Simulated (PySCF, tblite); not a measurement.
Isomers of C5H12N (doublet state), one GFN2-xTB conformer each. Single-point energies are computed at B3LYP/pcH-1 (PySCF, gas phase, no added dispersion term), electronic only. GFN2-xTB treats the open shell by occupation alone, and not every SCF solution was tested for stability.

**Question.** Rank them by B3LYP/pcH-1 energy, lowest first (kcal/mol).
A. `[CH3:1][C:2]([CH3:3])[N:4]([CH3:5])[CH3:6]` (doublet state) with C1–C2–N4–C5 -149°
B. `[CH2:1][NH:2][CH2:3][CH:4]([CH3:5])[CH3:6]` (doublet state) with H–C1–N2–C3 38° and -176°, C1–N2–C3–C4 -163°, N2–C3–C4–C5 62°
C. `[CH2:1][C@@H:2]([NH2:3])[CH:4]([CH3:5])[CH3:6]` (doublet state) with H–C1–C2–N3 -16° and 166°, C1–C2–N3–H 59° and -59°, C1–C2–C4–C5 173°
D. `[CH3:1][CH:2]([CH3:3])[C@H:4]([CH3:5])[NH:6]` (doublet state) with C1–C2–C4–C5 69°, C2–C4–N6–H 133°
E. `[CH3:1][C:2]([NH2:3])[CH:4]([CH3:5])[CH3:6]` (doublet state) with C1–C2–N3–H 38° and 167°, C1–C2–C4–C5 -151°

**Answer.** E (0.0), B (8.1), D (12.1), A (13.2), C (13.6).

Neighbours under 5.0 kcal/mol apart ([CH2]NCC(C)C and CC(C)[C@H](C)[NH]; CC(C)[C@H](C)[NH] and C[C](C)N(C)C; C[C](C)N(C)C and [CH2][C@@H](N)C(C)C) can change places with a better method, another conformer or zero-point energy. GFN2-xTB itself gives, in the same order: 1.1, 5.3, 11.9, 0.0, 17.3. GFN2-xTB puts C[C](C)N(C)C lowest instead; measured from each level's own lowest isomer, the values differ by up to 13.2 kcal/mol (C[C](C)N(C)C: 0.0 against 13.2).

**Question.** What happens when harmonic zero-point energies from GFN2-xTB frequencies are added?

**Answer.** 
```
             SMILES  ZPE (kcal/mol)  electronic (kcal/mol)  with ZPE (kcal/mol)
       C[C](N)C(C)C           100.9                    0.0                  0.0
       [CH2]NCC(C)C           100.8                    8.1                  8.1
  CC(C)[C@H](C)[NH]           100.4                   12.1                 11.7
       C[C](C)N(C)C           100.0                   13.2                 12.4
[CH2][C@@H](N)C(C)C           100.0                   13.6                 12.7
```

The zero-point energies span 0.9 kcal/mol. The order is unchanged.
